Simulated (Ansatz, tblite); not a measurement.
# LaCl3: a ladder of methods and basis sets

The task here is to estimate one member of a computed series from the others.

Program: Ansatz 0.2.0, Gaussian basis. Level of theory: as each input shows. These are calculated values, not measurements.

The runs, in order: GFN1-xTB, GFN2-xTB, PBE-D4/def2-TZVP, r2SCAN-D4/def2-TZVP, CAM-B3LYP-D4/def2-TZVP, r2SCANh-D4/def2-TZVP, ωB97M-V/def2-TZVP, r2SCAN0-D4/def2-TZVP, B97M-V/def2-TZVP, ωB97X-V/def2-TZVP, PBE-QIDH/def2-TZVP, PBE-D4/def2-SVP, PBE0-D4/def2-SVP, PBE0-D4/def2-TZVPD, PBE-D4/def2-TZVPD, r2SCAN-D4/def2-TZVPD, CCSD(T)/def2-TZVPP, MP2/def2-TZVP, RPA/def2-TZVP.

### The structure

The geometry is that of the singlet, from an earlier relaxation (PBE-D4/def2-SVP).

4 atoms, charge 0, spin multiplicity 1.

Bond lengths: La1–Cl2 2.607 Å, La1–Cl3 2.607 Å, La1–Cl4 2.607 Å. Angles: Cl2–La1–Cl3 115.2°, Cl2–La1–Cl4 115.2°, Cl3–La1–Cl4 115.2°.

Formally the metal is d0. La takes a core potential in the def2 sets. No spin-orbit coupling is included.

PBE0-D4/def2-TZVP was run before; its log isn't repeated, and its numbers join the tables.

Set-up of the first run:

Tight binding, by tblite at 300 K electronic temperature and without a spin-polarisation term:

```python
tblite.interface.Calculator('GFN1-xTB', numbers, positions, charge=0, uhf=0).singlepoint()
```

Tight binding, by tblite at 300 K electronic temperature and without a spin-polarisation term:

```python
tblite.interface.Calculator('GFN2-xTB', numbers, positions, charge=0, uhf=0).singlepoint()
```

start.molden holds the orbitals of an earlier run on this state, given as this run's starting guess.

in.yaml

```yaml
crystal:
  periodic: [false, false, false]
  atoms:
    - {symbol: La, position_ang: [-0.006468, -0.001975, 0.432832]}
    - {symbol: Cl, position_ang: [2.543847, -0.024919, -0.106481]}
    - {symbol: Cl, position_ang: [-1.246685, 2.214869, -0.152796]}
    - {symbol: Cl, position_ang: [-1.290685, -2.187974, -0.173555]}
basis:
  gaussian: {orbitals: def2-TZVP, initial_orbitals: start.molden}
hamiltonian: {xc: pbe, dispersion: d4}
scf: {omitted_lower_state_checks: [starts]}
output: {orbitals: {seedname: orbitals}}
```

Command:

```bash
$ ansatz run in.yaml --threads 4 --pin off --events-out ev --progress --plain --max-ram 3916MiB
```

Steps of the session up to this table: PBE-D4/def2-TZVP; r2SCAN-D4/def2-TZVP; CAM-B3LYP-D4/def2-TZVP; r2SCANh-D4/def2-TZVP; ωB97M-V/def2-TZVP; r2SCAN0-D4/def2-TZVP; B97M-V/def2-TZVP; ωB97X-V/def2-TZVP; PBE-QIDH/def2-TZVP; PBE-D4/def2-SVP; PBE0-D4/def2-SVP; PBE0-D4/def2-TZVPD; PBE-D4/def2-TZVPD; r2SCAN-D4/def2-TZVPD; CCSD(T)/def2-TZVPP; MP2/def2-TZVP; RPA/def2-TZVP.

One table of the session follows, with a row left open; its other results are not shown here.

It belongs to the step «Levels side by side». 

```
                 level  HOMO (eV)  LUMO (eV)  gap (eV)
       PBE-D4/def2-SVP      -7.36      -3.41      3.94
      PBE-D4/def2-TZVP      -7.51      -3.45      4.06
     PBE-D4/def2-TZVPD      -7.55      -3.46      4.08
   r2SCAN-D4/def2-TZVP      -7.86      -3.08      4.79
  r2SCAN-D4/def2-TZVPD      -7.88      -3.06      4.82
      B97M-V/def2-TZVP      -7.90      -3.31      4.58
  r2SCANh-D4/def2-TZVP      -8.36      -2.87      5.50
      PBE0-D4/def2-SVP      -8.76      -2.79      5.97
     PBE0-D4/def2-TZVP          ?          ?         ?
    PBE0-D4/def2-TZVPD      -8.90      -2.79      6.11
  r2SCAN0-D4/def2-TZVP      -9.11      -2.56      6.55
CAM-B3LYP-D4/def2-TZVP     -10.21      -2.10      8.12
     ωB97X-V/def2-TZVP     -11.27      -1.11     10.16
     ωB97M-V/def2-TZVP     -11.11      -1.55      9.56
```

Estimate the missing values for PBE0-D4/def2-TZVP.

**Answer.** HOMO (eV): -8.88; LUMO (eV): -2.80; gap (eV): 6.08. In the column «HOMO (eV)» it lies between PBE0-D4/def2-TZVPD (-8.90) and PBE0-D4/def2-SVP (-8.76).
